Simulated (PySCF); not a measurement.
## Isomerisation enthalpies of C10H8

**What was measured.**

CRC Handbook of Chemistry and Physics lists, for the gas at 298.15 K: enthalpy of formation of `c1ccc2ccccc2c1` (naphthalene) 150.6 kJ/mol; enthalpy of formation of `c1ccc2cccc-2cc1` (azulene) 289.1 kJ/mol.

How close the calculation comes is told at the end.

Differences of these values give the isomerisation enthalpies. Geometries: PBE0-D3(BJ)/def2-SVP; runs in PySCF, gas phase, with a dispersion term only where the level names one. Total electronic energies (Eh):

```json
{"SMILES": "c1ccc2ccccc2c1", "PBE0-D3(BJ)/def2-SVP": "-385.17834", "PBE0/pcSseg-1": "-385.37932"}
{"SMILES": "c1ccc2cccc-2cc1", "PBE0-D3(BJ)/def2-SVP": "-385.12180", "PBE0/pcSseg-1": "-385.32400"}
```

Geometry of `c1ccc2ccccc2c1` (Å):
```
atom  x, y, z in Å
C1     2.2703    1.1175   -0.0546
C2     2.5163   -0.2725    0.0350
C3     1.4677   -1.1609    0.0811
C4     0.1252   -0.7031    0.0405
C5    -0.9785   -1.5937    0.0864
C6    -2.2684   -1.1188    0.0455
C7    -2.5146    0.2712   -0.0439
C8    -1.4663    1.1600   -0.0901
C9    -0.1237    0.7026   -0.0497
C10    0.9805    1.5926   -0.0956
H11    3.1115    1.8138   -0.0908
H12    3.5453   -0.6383    0.0673
H13    1.6547   -2.2359    0.1501
H14   -0.7849   -2.6675    0.1554
H15   -3.1095   -1.8152    0.0817
H16   -3.5437    0.6367   -0.0760
H17   -1.6537    2.2349   -0.1589
H18    0.7873    2.6664   -0.1647
```

Geometry of `c1ccc2cccc-2cc1` (Å):
```
atom  x, y, z in Å
C1    -2.419   -0.465    0.032
C2    -2.077    0.860    0.306
C3    -0.808    1.437    0.363
C4     0.435    0.845    0.163
C5     1.679    1.492    0.237
C6     2.685    0.550   -0.028
C7     2.111   -0.706   -0.275
C8     0.716   -0.584   -0.169
C9    -0.210   -1.608   -0.344
C10   -1.602   -1.560   -0.255
H11   -3.493   -0.679    0.045
H12   -2.915    1.535    0.502
H13   -0.780    2.507    0.598
H14    1.824    2.548    0.464
H15    3.755    0.763   -0.040
H16    2.643   -1.627   -0.509
H17    0.220   -2.586   -0.584
H18   -2.122   -2.506   -0.435
```

Zero-point and thermal terms are left out, so the computed numbers are electronic energies.

## Comparison

Relative to `c1ccc2ccccc2c1`, the lowest by measurement, in kJ/mol (measured: enthalpies at 298.15 K; computed: electronic energies):

```
         SMILES  measured  PBE0-D3(BJ)/def2-SVP  PBE0/pcSseg-1
 c1ccc2ccccc2c1       0.0                   0.0            0.0
c1ccc2cccc-2cc1     138.5                 148.4          145.2
```

Measured values: 150.6 kJ/mol (298.15 K; CRC Handbook of Chemistry and Physics) for the first row; the others come from the same table. Unsigned miss: PBE0/pcSseg-1 6.7, PBE0-D3(BJ)/def2-SVP 9.9 kJ/mol. Where a level misses, the cause wasn't examined.
